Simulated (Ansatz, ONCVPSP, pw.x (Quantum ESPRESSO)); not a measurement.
# What a changed setting does to a pw.x run (diamond Ge)

Potential: optimised norm-conserving Vanderbilt (ONCV), ONCVPSP 4.0.1.1 (patched build), LDA (Perdew-Wang 92); core [Ar] 3d10, reference 4s1.5 4p2.5; waves: 4s: rc 1.85 bohr, ncon 4, nbas 7, qcut 4.3 1/bohr, local; 4p: rc 2.25 bohr, ncon 4, nbas 8, qcut 3.9 1/bohr, 1 projector; d scattering state at 0.03 Ha: rc 2.25 bohr, ncon 5, nbas 9, qcut 4.6 1/bohr, 2 projectors, debl 3.7 Ha; local part: the s channel; core correction: Teter function, fcfact 4.5, rcfact 1.25.

The reference run (k-mesh 8³, cutoffs 60/240 Ry, Fermi–Dirac 0.01 Ry, mixing_beta 0.4, conv_thr 1e-9, no spin) gives -0.63 GPa at 22.222 Å³/atom, where all-electron LAPW gives 0.06 GPa. This run, with its own iteration cap, changes k-mesh points per axis to 6.

```
&control
  calculation='scf', prefix='x', pseudo_dir='./', outdir='./tmp', tstress=.true., disk_io='none'
/
&system
  ibrav=0, nat=2, ntyp=1, ecutwfc=60, ecutrho=240, nbnd=11,
  occupations='smearing', smearing='fd', degauss=0.01
/
&electrons
  conv_thr=1e-09, mixing_beta=0.4, electron_maxstep=60
/
ATOMIC_SPECIES
Ge 1.0 Ge.UPF
CELL_PARAMETERS angstrom
  0.00000000 2.81143285 2.81143285
  2.81143285 0.00000000 2.81143285
  2.81143285 2.81143285 0.00000000
ATOMIC_POSITIONS crystal
Ge 0.0000 0.0000 0.0000
Ge 0.2500 0.2500 0.2500
K_POINTS automatic
6 6 6 0 0 0
```

```bash
pw.x < Ge.scf.in > Ge.scf.out
```

Question: How does the run end?

Answer: It converges in 18 iterations; the free energy moves by +17.0 meV/atom and the pressure by +0.05 GPa.

```
Message from routine setup:
     using ibrav=0 with symmetry is DISCOURAGED, use correct ibrav instead
     lattice parameter (alat)  =       7.5135  a.u.
     unit-cell volume          =     299.9230 (a.u.)^3
     number of electrons       =         8.00
     number of Kohn-Sham states=           11
     kinetic-energy cutoff     =      60.0000  Ry
     charge density cutoff     =     240.0000  Ry
     scf convergence threshold =      1.0E-09
     Exchange-correlation= SLA  PW   NOGX NOGC
     number of k points=    16  Fermi-Dirac smearing, width (Ry)=  0.0100
     iteration #  1     ecut=    60.00 Ry     beta= 0.40
     total energy              =     -18.31638157 Ry
     estimated scf accuracy    <       0.05738611 Ry
     iteration #  2     ecut=    60.00 Ry     beta= 0.40
     total energy              =     -18.31143457 Ry
     estimated scf accuracy    <       0.01521436 Ry
     iteration #  3     ecut=    60.00 Ry     beta= 0.40
     total energy              =     -18.31312089 Ry
     estimated scf accuracy    <       0.00011124 Ry
     [... 12 iterations left out ...]
     iteration # 16     ecut=    60.00 Ry     beta= 0.40
     total energy              =     -18.31399943 Ry
     estimated scf accuracy    <       0.00000005 Ry
     iteration # 17     ecut=    60.00 Ry     beta= 0.40
     total energy              =     -18.31399943 Ry
     estimated scf accuracy    <          2.1E-09 Ry
     iteration # 18     ecut=    60.00 Ry     beta= 0.40
     the Fermi energy is     5.6623 ev
!    total energy              =     -18.31399943 Ry
     estimated scf accuracy    <          1.4E-11 Ry
     smearing contrib. (-TS)   =      -0.00092631 Ry
     The total energy is F=E-TS. E is the sum of the following terms:
     one-electron contribution =       4.23484374 Ry
     hartree contribution      =       1.14921599 Ry
     xc contribution           =      -7.47439710 Ry
     ewald contribution        =     -16.22273576 Ry
     convergence has been achieved in  18 iterations
          total   stress  (Ry/bohr**3)                   (kbar)     P=       -5.87
     Message from routine punch:
     Nothing written, as per user request (disk_io='none')
```

The run took about 16 s on one core of a shared host (Neoverse-V1, 32 threads, 247 GiB, load 26).
